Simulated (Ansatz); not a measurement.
## BaCuTeF (P4/nmm, No. 129; cell taken from a computed entry)

Level of theory: HSE06+SOC (PAW; Ansatz, an electronic-structure program).

Settings: plane-wave cutoff 460 eV, 6×6×2 k mesh (along the axes of the cell as run), Fermi–Dirac smearing 0.01 eV, PAW data made under PBE.

Cell (relaxed with PBEsol):

```cif
data_Ba2Cu2F2Te2
_chemical_formula_sum 'Ba2 Cu2 Te2 F2'
_space_group_name_H-M_alt 'P4/nmm :1'
_space_group_IT_number 129
_space_group_name_Hall 'P 4ab 2ab -1ab'
_cell_length_a 4.35964
_cell_length_b 4.35964
_cell_length_c 9.27292
_cell_angle_alpha 90.000
_cell_angle_beta 90.000
_cell_angle_gamma 90.000
loop_
_space_group_symop_operation_xyz
  'x, y, z'
  '-y+1/2, x+1/2, z'
  '-x, -y, z'
  'y+1/2, -x+1/2, z'
  'x+1/2, -y+1/2, -z'
  '-y, -x, -z'
  '-x+1/2, y+1/2, -z'
  'y, x, -z'
  '-x+1/2, -y+1/2, -z'
  'y, -x, -z'
  'x+1/2, y+1/2, -z'
  '-y, x, -z'
  '-x, y, z'
  'y+1/2, x+1/2, z'
  'x, -y, z'
  '-y+1/2, -x+1/2, z'
loop_
_atom_site_label
_atom_site_type_symbol
_atom_site_symmetry_multiplicity
_atom_site_Wyckoff_symbol
_atom_site_fract_x
_atom_site_fract_y
_atom_site_fract_z
_atom_site_occupancy
Ba1 Ba 2 c 0.50000 0.00000 0.34145 1
Cu1 Cu 2 a 0.00000 0.00000 0.00000 1
Te1 Te 2 c 0.00000 0.50000 0.16087 1
F1 F 2 b 0.50000 0.50000 0.50000 1
```

- band gap = 1.63 eV (on the SCF k mesh) (direct)

Note: cell and atoms aren't relaxed at this level (largest force component 0.25 eV/Å, pressure 3.2 GPa).
